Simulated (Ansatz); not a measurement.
A run on `C[SH+]C` with other settings.

```yaml
crystal:
  periodic: [false, false, false]
  atoms:
    - {symbol: C, position_ang: [-1.166034, 0.673816, -0.471616]}
    - {symbol: S, position_ang: [-0.224555, -0.850736, -0.409729]}
    - {symbol: C, position_ang: [1.070239, -0.522061, 0.786102]}
    - {symbol: H, position_ang: [-1.869232, 0.579977, -1.299817]}
    - {symbol: H, position_ang: [-0.508991, 1.531481, -0.602238]}
    - {symbol: H, position_ang: [-1.717779, 0.736599, 0.466770]}
    - {symbol: H, position_ang: [0.490906, -0.707251, -1.545309]}
    - {symbol: H, position_ang: [0.590711, -0.499435, 1.765101]}
    - {symbol: H, position_ang: [1.764263, -1.362059, 0.741994]}
    - {symbol: H, position_ang: [1.570482, 0.419678, 0.568743]}
basis:
  gaussian: {orbitals: cc-pVTZ-DK}
total_charge: 2
magnetization: {spin_polarized: true, initial_magnetization: 1}
hamiltonian: {xc: {name: B97}}
output: {forces: true}
```

```sh
$ ansatz run in.yaml --threads 2 --pin off --events-out ev --progress --plain --max-ram 32768MiB --backend cuda --devices 0, --max-vram 18GiB
```

Shortened log:

```
Functional definition: B97
1036 factors; their error is unknown
mean field evaluation 1: about -13009.9224 eV, gradient 6.5e1 eV
mean field evaluation 2: about -12992.0427 eV, gradient 7.9e1 eV
mean field evaluation 4: about -13028.2259 eV, gradient 6.0e0 eV
mean field evaluation 8: about -13028.4141 eV, gradient 1.4e-1 eV
mean field evaluation 16: about -13028.4088 eV, gradient 1.0e-3 eV
mean field -13028.40880527 eV, -478.7851926212 hartree, gradient 1.9e-5 eV, S^2 0.753678; 2 other end points of the search recorded, 0 dependent functions left out
reference -13028.40882695 eV, -478.7851934176 hartree; 17, 16 occupied and 175, 176 virtual orbitals, 1036 factors
Total energy: -13028.40882695 eV, -478.7851934176 hartree
Relativity: scalar
Atom 0 at    -1.166034     0.673816    -0.471616 Å, force    -2.515597    -1.315692     0.223466 eV/Å
Atom 1 at    -0.224555    -0.850736    -0.409729 Å, force     1.539673     2.896623     0.015390 eV/Å
Atom 2 at     1.070239    -0.522061     0.786102 Å, force    -0.406440    -2.444526     1.403538 eV/Å
Atom 3 at    -1.869232     0.579977    -1.299817 Å, force    -0.142834     0.183954    -0.278695 eV/Å
Atom 4 at    -0.508991     1.531481    -0.602238 Å, force     1.073107     0.385046    -0.204513 eV/Å
Atom 5 at    -1.717779     0.736599     0.466770 Å, force    -0.101229     0.237433     0.247125 eV/Å
Atom 6 at     0.490906    -0.707251    -1.545309 Å, force     0.058748    -0.928709    -0.987778 eV/Å
Atom 7 at     0.590711    -0.499435     1.765101 Å, force     0.009983     0.178755     0.311096 eV/Å
Atom 8 at     1.764263    -1.362059     0.741994 Å, force     0.352992    -0.081517     0.000857 eV/Å
Atom 9 at     1.570482     0.419678     0.568743 Å, force     0.131598     0.888633    -0.730486 eV/Å
Dipole moment:     0.144361     0.146944    -0.117068 e Å
```

Run time 6.5 s (2 threads of an AMD EPYC 7R13 on a shared host and a share of an NVIDIA H100 80 GB); peak host memory 0.9 GiB.
